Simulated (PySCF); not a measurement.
3-chlorofuran, C4H3ClO, SMILES Clc1ccoc1, point group Cs.

Level: PBE0/pcSseg-1 in PySCF (density fitting, grid level 2); geometry and Hessian at that level, cubic constants and property derivatives from steps of ±0.6 along each species' dimensionless normal coordinates, second-order vibrational perturbation theory. The parent has the commonest isotopes.

Equilibrium geometry (Å):

| atom | x | y | z |
| --- | --- | --- | --- |
| Cl1 | 2.6304 | 0.3595 | 0.1071 |
| C2 | 0.9439 | 0.0446 | 0.0252 |
| C3 | -0.0978 | 1.0170 | 0.0537 |
| C4 | -1.2467 | 0.3042 | -0.0357 |
| O5 | -0.9870 | -1.0191 | -0.1160 |
| C6 | 0.3546 | -1.1730 | -0.0783 |
| H7 | 0.0108 | 2.0900 | 0.1303 |
| H8 | -2.2910 | 0.5819 | -0.0543 |
| H9 | 0.7370 | -2.1812 | -0.1329 |

An isotope shift is δ(isotopologue) − δ(parent), that is, the negative of the change in the averaged GIAO shielding; n counts bonds from the nearest label (0: the labelled atom itself). These are computed values; those of heavy atoms are rounded to 5 ppb, about the numerical noise.

Task: What isotope shifts arise with ¹³C at 2?

Result: 
```json
{"nucleus": "C2", "n": "0", "0 K (ppb)": "-30", "300 K (ppb)": "-30"}
{"nucleus": "Cl1", "n": "1", "0 K (ppb)": "-185", "300 K (ppb)": "-165"}
{"nucleus": "C3", "n": "1", "0 K (ppb)": "-15", "300 K (ppb)": "-15"}
{"nucleus": "C6", "n": "1", "0 K (ppb)": "-30", "300 K (ppb)": "-25"}
{"nucleus": "C4", "n": "2", "0 K (ppb)": "5", "300 K (ppb)": "5"}
{"nucleus": "O5", "n": "2", "0 K (ppb)": "-5", "300 K (ppb)": "0"}
{"nucleus": "H7", "n": "2", "0 K (ppb)": "-1", "300 K (ppb)": "0"}
{"nucleus": "H9", "n": "2", "0 K (ppb)": "-1", "300 K (ppb)": "-1"}
{"nucleus": "H8", "n": "3", "0 K (ppb)": "0", "300 K (ppb)": "0"}
```
